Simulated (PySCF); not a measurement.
methyl formate (C₂H₄O₂), SMILES COC=O.

Geometry: ωB97X-D3(BJ)/def2-SVP. One conformer was computed; it need not be the lowest.

Level of theory: PBE/def2-TZVPD in PySCF.

| Quantity | Value |
|---|---|
| total energy | -228.90327 hartree |
| point group | Cs |
| highest occupied level | -6.72 eV |
| lowest empty level | -1.26 eV |
| orbital gap | 5.47 eV |
| dipole moment | 1.89 D |
| quadrupole, principal values (traceless, Buckingham form, about the centre of nuclear charge) | -7.07, 0.89, 6.17 D·Å |
| mean static polarisability | 36.1 bohr³ (5.35 Å³) |
| polarisability, principal values | 27.7, 37.1, 43.5 bohr³ |
